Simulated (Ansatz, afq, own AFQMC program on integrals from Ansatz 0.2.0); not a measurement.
**Where AFQMC and coupled cluster stand for MgBr⁻, triplet**

```xyz
2

Br    0.0000    0.0000    0.0000
Mg    0.0000    0.0000    3.0850
```

Basis aug-cc-pVDZ. Only valence electrons are correlated. Integrals, coupled cluster, full CI and functionals: Ansatz 0.2.0; the random walks run on the same integrals in our own AFQMC program. ph-AFQMC/CISD is guided by a CISD state made of CCSD amplitudes; releasing the constraint for a short imaginary time cuts its bias at the price of noise, slowly where states lie close. Free AFQMC starts from the CCSD state and is never constrained. Its projection time is finite, and what remains of the start isn't in its error. Error bars are statistical, one sigma. No spin–orbit coupling.

Determinant: ROHF, the one that the program's search chose, which needn't be the lowest solution. The geometry is a point of a scan.

No full CI on the walks' own integrals is used here; CCSDT(Q) serves as the reference and is uncertain by about the last step of the cluster series.

Cautions: no relativity below Rb; no spin-orbit coupling; inner d shell frozen; lower spins were not checked; the ph-AFQMC/HF walk drifts between its halves (2.4 errors).

The T1 diagnostic is 0.0185 and the weight of the determinant in the CISD state is 0.907. The size of the correlated space is 10 electrons in 44 orbitals.

Reference: CCSDT(Q), correlation energy -4.282 eV. The released energy is read at 2.40 1/Eh (meV from the phaseless value at times in 1/Eh: -7 ± 7 at 0.24, -11 ± 8 at 0.51, -20 ± 8 at 0.99, -38 ± 8 at 1.62, -21 ± 11 at 2.40).

| level | E − E(reference) (kJ/mol) | share of correlation (%) |
| --- | --- | --- |
| HF | 413.1 | 0.00 |
| MP2 | 50.2 | 87.86 |
| CCSD | 13.3 | 96.79 |
| CCSD(T) | 2.3 | 99.45 |
| CCSDT | 0.8 | 99.80 |
| ph-AFQMC/HF | -7.7 ± 4.7 | 101.87 |
| ph-AFQMC/CISD | 2.7 ± 0.7 | 99.34 |
| released AFQMC | 0.7 ± 1.0 | 99.83 |
| free AFQMC | 1.3 ± 1.0 | 99.70 |

Free projections are given only where their last times agree within the noise and don't stop above the reference; a slow remainder of the start can still hide under it. A walk keeps the symmetry of its determinant, which the program's search chose and which needn't be the lowest solution, so a lower state of the same spin and another symmetry isn't excluded. Released energies are given only where the last usable release times agree within the noise; a slower fall can still hide under it.
